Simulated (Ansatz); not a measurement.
A single point on `[CH2]OC` radical.

```yaml
crystal:
  periodic: [false, false, false]
  atoms:
    - {symbol: C, position_ang: [-0.586495, 0.912922, -0.728621]}
    - {symbol: O, position_ang: [0.587928, 0.317820, -0.452310]}
    - {symbol: C, position_ang: [0.505335, -0.758060, 0.453579]}
    - {symbol: H, position_ang: [-1.396617, 0.822304, -0.011280]}
    - {symbol: H, position_ang: [-0.505133, 1.765511, -1.387365]}
    - {symbol: H, position_ang: [0.073116, -0.432333, 1.407022]}
    - {symbol: H, position_ang: [1.519543, -1.117217, 0.621953]}
    - {symbol: H, position_ang: [-0.105474, -1.568044, 0.041223]}
basis:
  gaussian: {orbitals: def2-QZVPP}
magnetization: {spin_polarized: true, initial_magnetization: 1}
correlation: {method: mp2}
scf: {omitted_lower_state_checks: [cluster_reference]}
```

```sh
$ ansatz run in.yaml --threads 2 --pin off --events-out ev --progress --plain
```

Output, abridged:

```
Functional definition: HF
1926 factors; integrals over basis functions are off by at most 8.4e-4 eV
mean field evaluation 1: about -4175.4276 eV, gradient 1.8e1 eV
mean field evaluation 2: about -4175.4283 eV, gradient 1.8e1 eV
mean field evaluation 4: about -4177.2267 eV, gradient 3.4e0 eV
mean field evaluation 8: about -4177.2998 eV, gradient 2.3e-1 eV
mean field -4177.30113127 eV, -153.5129850979 hartree, gradient 2.4e-6 eV, S^2 0.761971; 0 other end points of the search recorded, 0 dependent functions left out
3 core orbitals not correlated: weight in the atoms' cores, before any rotation towards them, 1.000 or more for the frozen orbitals, at most 0.000 for the correlated occupied ones
reference -4177.30113127 eV, -153.5129850979 hartree; 10, 9 occupied and 308, 309 virtual orbitals, 1926 factors
second order -16.35340066 eV of doubles, -0.00000000 eV of singles
Total energy: -4193.65453193 eV, -154.1139614874 hartree
Checks for a lower state left out: cluster_reference
```

Hardware: 2 threads of a server CPU on a shared host. Wall time 15 s, peak host memory 1.2 GiB.
